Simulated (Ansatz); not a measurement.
This geometry of C3H6OS (11 atoms, charge 0, multiplicity 1) is a first-order saddle point.

These are results of Ansatz, RKS PBE/6-31G*, not measurements.

```xyz
11
Properties=species:S:1:pos:R:3
C -0.381 0.845 0.905
C 0.137 -0.451 0.267
S 1.959 -0.503 -0.101
C -0.534 -0.807 -1.060
O -1.278 -0.062 -1.678
H 0.405 1.611 0.978
H -1.198 1.249 0.284
H -0.763 0.662 1.922
H 0.020 -1.324 0.936
H 1.947 0.539 -0.977
H -0.249 -1.815 -1.456
```

Task: Which two structures does it join? (They come from a converged band through this point; their orientation in space is the band's.)

Result: No bond is made or broken. The dihedral H6–C1–C2–S3 goes from -56 to 65°. The two ends are copies of one structure, up to a mirror image or an exchange of like atoms.

Image 0:

```xyz
11
Properties=species:S:1:pos:R:3
C -0.347 0.835 0.900
C 0.186 -0.445 0.270
S 1.965 -0.354 -0.260
C -0.570 -0.880 -0.980
O -1.361 -0.165 -1.576
H 0.270 1.135 1.760
H -0.359 1.654 0.163
H -1.386 0.683 1.240
H 0.192 -1.287 0.988
H 1.782 0.672 -1.136
H -0.307 -1.907 -1.347
```

Image 6:

```xyz
11
Properties=species:S:1:pos:R:3
C -0.391 0.825 0.891
C 0.102 -0.473 0.265
S 1.939 -0.542 -0.004
C -0.502 -0.769 -1.102
O -1.124 0.050 -1.759
H -0.219 1.673 0.210
H -1.478 0.765 1.074
H 0.121 1.021 1.845
H -0.077 -1.343 0.925
H 1.985 0.536 -0.834
H -0.289 -1.800 -1.490
```

Task: How far does it lie above each of them?

Result: 2.6 kcal/mol above the first and 2.6 kcal/mol above the second. This is the barrier of this one path; another mechanism may lie lower.

The run took 2.7 min on 1 thread of Arm Neoverse V1 (shared host), peak memory 0.18 GiB.
